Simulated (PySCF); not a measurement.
Compound: C4H4O2.
SMILES: `C=C=CC(=O)O`

Computed, not measured: EOM-IP-CCSD/aug-cc-pVDZ in PySCF, restricted Hartree–Fock reference, frozen core, non-relativistic, gas phase, PBE0-D3(BJ)/def2-SVP geometry.

Hartree–Fock orbital energies give these Koopmans values (eV): HOMO 10.80, HOMO-1 11.00, HOMO-2 12.58, HOMO-3 13.35, HOMO-4 16.29, HOMO-5 16.97, HOMO-6 17.36, HOMO-7 17.46.

Q: What vertical ionisation energies does EOM-IP-CCSD give?

A: 
```json
{"leading hole (HF orbital)": "HOMO-1", "Koopmans (eV)": "11.00", "EOM-IP-CCSD (eV)": "10.38", "change (eV)": "-0.62", "one-hole share": "0.95"}
{"leading hole (HF orbital)": "HOMO", "Koopmans (eV)": "10.80", "EOM-IP-CCSD (eV)": "10.42", "change (eV)": "-0.38", "one-hole share": "0.95"}
{"leading hole (HF orbital)": "HOMO-2", "Koopmans (eV)": "12.58", "EOM-IP-CCSD (eV)": "10.92", "change (eV)": "-1.66", "one-hole share": "0.95"}
{"leading hole (HF orbital)": "HOMO-3", "Koopmans (eV)": "13.35", "EOM-IP-CCSD (eV)": "11.89", "change (eV)": "-1.46", "one-hole share": "0.94"}
{"leading hole (HF orbital)": "HOMO-4", "Koopmans (eV)": "16.29", "EOM-IP-CCSD (eV)": "14.30", "change (eV)": "-1.99", "one-hole share": "0.94"}
{"leading hole (HF orbital)": "HOMO-5", "Koopmans (eV)": "16.97", "EOM-IP-CCSD (eV)": "15.46", "change (eV)": "-1.51", "one-hole share": "0.93"}
{"leading hole (HF orbital)": "HOMO-6", "Koopmans (eV)": "17.36", "EOM-IP-CCSD (eV)": "15.61", "change (eV)": "-1.75", "one-hole share": "0.94"}
{"leading hole (HF orbital)": "HOMO-7", "Koopmans (eV)": "17.46", "EOM-IP-CCSD (eV)": "15.83", "change (eV)": "-1.63", "one-hole share": "0.92"}
```

Q: Does the order of the lines follow the orbital energies?

A: No: the HOMO-1 hole (10.38 eV) falls below the HOMO hole (10.42 eV). The corrections run from -1.99 to -0.38 eV, with a mean of -1.37 eV over the 8 lines; no line lies above its Koopmans value.

Q: At what kinetic energies would He II light (40.81 eV) eject these electrons?

A: 30.43 eV (HOMO-1), 30.39 eV (HOMO), 29.89 eV (HOMO-2), 28.92 eV (HOMO-3), 26.51 eV (HOMO-4), 25.35 eV (HOMO-5), 25.20 eV (HOMO-6), 24.98 eV (HOMO-7).

Q: What total energy has the lowest final state, and which wavelength reaches it?

A: E(CCSD) + ionisation energy = -304.47435 + 0.38141 = -304.09294 Eh, at the geometry of the initial state. The threshold wavelength is 1239.84 eV nm/10.38 eV = 119.4 nm.

Lines less than 0.15 eV apart could change places at a higher level. One root was sought for each valence orbital with −ε under 21 eV, eight at most, so deeper holes and satellites are missing; no vibrational structure.

Shape of the structure used: `[CH2:1]=[C:2]=[CH:3][C:4](=[O:5])[OH:6]`: C2–C3–C4–O5 -1°, H–O6–C4–C3 180°.

One conformer stands for the species.
